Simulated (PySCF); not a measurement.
Molecule: SMILES C#C[C@@H]1N[C@@H]1C, C5H7N.

Atoms are numbered as in `[CH:1]#[C:2][C@@H:3]1[NH:4][C@@H:5]1[CH3:6]`. Hydrogens are named by the atom that carries them.

Geometry PBE0-D3(BJ)/def2-SVP throughout; GIAO in PySCF, gas phase, one conformer, non-relativistic; equivalent atoms averaged; functional PBE0.

(1) How do the shifts δ (against TMS, NH3 at the same level) depend on the basis set? (a selection of nuclei; ppm; last column core-seconds on 1 thread of an Arm Neoverse V1, shared host)

(2) Which nucleus among those listed moves most, in ppm?

(3) Taking the largest basis, def2-TZVP (228 functions), as the yardstick, rank the others by their worst heavy-atom deviation.

Answers

(1) 
```
    basis set  functions    C1    C2    C5    C6    N4  H(C1)  H(C3)  H(C5)  H(C6)  core-s
       STO-3G         37  66.6  62.5  32.7  20.3  28.1   2.35   1.51   1.41   0.95       3
        6-31G         68  69.6  79.5  31.8  17.5  43.7   2.00   2.41   2.12   1.33     5.8
       6-31G*         98  66.4  75.5  31.8  16.9  39.4   1.66   2.11   1.87   1.23     7.9
     def2-SVP        119  69.6  80.7  32.1  15.9  48.6   1.59   1.87   1.57   1.12     9.7
     pcSseg-1        137  75.8  87.3  33.8  18.0  59.2   1.95   2.10   1.73   1.32      12
6-311+G(2d,p)        204  72.8  87.2  34.7  16.8  55.2   1.80   2.20   1.84   1.31      21
    def2-TZVP        228  72.4  87.5  34.9  17.8  58.7   1.81   2.19   1.83   1.31      27
```

(2) N4 (amine nitrogen): from 28.1 ppm with STO-3G to 59.2 ppm with pcSseg-1. The smallest spread is 0.38 ppm, at H(C6). Proton shifts span only some 12 ppm, so a few tenths of a ppm matter as much there as several ppm in carbon.

(3) pcSseg-1 3.4 ppm (137 functions), 6-311+G(2d,p) 3.5 ppm (204 functions), def2-SVP 10.1 ppm (119 functions), 6-31G 14.9 ppm (68 functions), 6-31G* 19.2 ppm (98 functions), STO-3G 30.5 ppm (37 functions).

A small basis that lands close on one nucleus may do so by chance; judge by the trend and by all nuclei.
